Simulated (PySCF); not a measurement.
## A thermochemical cycle for O2

PBE in PySCF with x2c-SVPall on every atom, spin-free X2C, for the lowest determinant that a PBE0 search found; no spin–orbit coupling. O2, a triplet (π ↑↑), has De = 6.42 eV to neutral atoms, and O₂⁺, a doublet (π ↑), has De = 8.10 eV to O⁺ + O.

The adiabatic ionisation energy of O2, between the minima, is 12.21 eV.

Which ionisation energy of the O atom does this level give?

IE(O) = IE(molecule) + De(ion) − De(neutral) = 12.21 + 8.10 − 6.42 = 13.89 eV; the measured value is 13.618 eV (NIST ASD).

States were picked by a PBE0 search and need not be the measured ground states.
